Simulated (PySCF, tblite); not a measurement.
# C₅H₄N radical: geometry, infrared bands and EPR parameters

Aim: predict the infrared bands and EPR parameters of C₅H₄N radical (`C#C[CH]CC#N`).

Computed with tblite 0.8.0 and PySCF 2.14.0, with density-fitted response routines of our own, on a single molecule in the gas phase. Atoms are numbered from 0 throughout.

### 1 The molecule as given

10 atoms, charge 0, multiplicity 2; geometry from: force field or distance geometry start.

Bonds of the start (Å): C0–C1 1.22, C1–C2 1.46, C2–C3 1.52, C3–C4 1.46, C4–N5 1.16, C0–H6 1.06, C2–H7 1.14, C3–H8 1.11, C3–H9 1.13.

### 2 Geometry optimisation with GFN2-xTB

Job settings and geometry (Å):

```
{"job": {"kind": "relax", "xc": "GFN2-xTB", "basis": "xTB"}, "charge": 0, "multiplicity": 2}
C      2.429300    -0.695100     0.589500
C      1.444300    -0.303600    -0.024400
C      0.278500     0.154100    -0.774400
C     -0.919800    -0.035300     0.138400
C     -2.107800     0.411500    -0.581600
N     -3.051000     0.778100    -1.153500
H      3.279200    -1.016600     1.134700
H      0.429000     1.279200    -0.839900
H     -0.789300     0.555200     1.065300
H     -0.983500    -1.122800     0.423300
```

Command:

```console
$ OMP_NUM_THREADS=1 python probes_run.py task.json out
```

One launch serves the whole session: the jobs run in the order shown.

**Question.** This job is followed by: GFN2-xTB harmonic vibrations, gas phase; UKS B3LYP, pcH-1 on C H N, non-relativistic, mean-field spin-orbit, GIAO. Predict these results of the whole session: strongest single infrared mode (GFN2-xTB); zero-point energy (GFN2-xTB); g(iso) (B3LYP); ⟨S²⟩; largest a(iso) (averaged by class); potential on the surface of density 0.002 e/bohr³, 1st and 99th percentile.

**Answer**, as computed:

| quantity | value |
| --- | --- |
| strongest single infrared mode (GFN2-xTB) | 2403 cm⁻¹, 262 km/mol |
| zero-point energy (GFN2-xTB) | 42.6 kcal/mol |
| g(iso) (B3LYP) | 2.00269 |
| ⟨S²⟩ | 0.769 (exact 0.75) |
| largest a(iso) (averaged by class) | 13C on C2, 69.2 MHz |
| potential on the surface of density 0.002 e/bohr³, 1st and 99th percentile | -1.83 V and 1.70 V |

**Reading.** Relaxing lowered the energy by 1.020 eV in 97 steps; the close pair that moved most is C1–C2, from 1.460 to 1.359 Å. No mode is imaginary among the 24: a minimum at this level. The strongest single mode, at 2403 cm⁻¹, moves mainly C4 and N5. Unscaled tight-binding wavenumbers are off by several per cent, some by more. Its intensities can rank the bands wrongly. The largest spin populations lie on C2 (0.77 e), C0 (0.56 e). The isotropic g lies 0.4 ppt above the free-electron value. The conformer search found further structures of the same energy, which may be mirror or relabelled copies of this one.
